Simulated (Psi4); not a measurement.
# Exact exchange and the vertical energy of the triplet above the singlet of [BF2]+

The species is [BF2]+ (3 atoms), meant as a singlet with charge +1. SMILES: `F[B+]F`. Geometry: relaxed at PBE0-D4/def2-TZVP.

The vertical energy of the triplet above the singlet y, in eV, basis cc-pVTZ; a is the functional's share of exact exchange. Programs: Psi4 1.11.

| functional | program | a | y (eV) |
| --- | --- | --- | --- |
| TPSS | Psi4 | 0 | 11.00 |
| BLYP | Psi4 | 0 | 10.79 |
| TPSSh | Psi4 | 0.1 | 11.21 |
| B3LYP | Psi4 | 0.2 | ? |
| PBE0 | Psi4 | 0.25 | 11.49 |
| BHLYP | Psi4 | 0.5 | 11.96 |

Q: Fit y = c + s·a to the known rows and predict B3LYP.

A: 
1. Means of the 5 rows: a = 0.1700, y = 11.290.
2. Σ(Δa)² = 0.178, Σ(Δa·Δy) = 0.377, so the slope is 0.377/0.178 = 2.118.
3. Intercept: 11.290 − (2.118) × 0.1700 = 10.930. The largest residual of the fit is 0.14.
4. B3LYP: 10.930 + (2.118) × 0.2 = 11.35 eV.

The run gave 11.43 eV, so the prediction is off by -0.08 eV, within the largest residual. The rows mix families of semi-local functionals, which the line can't see.
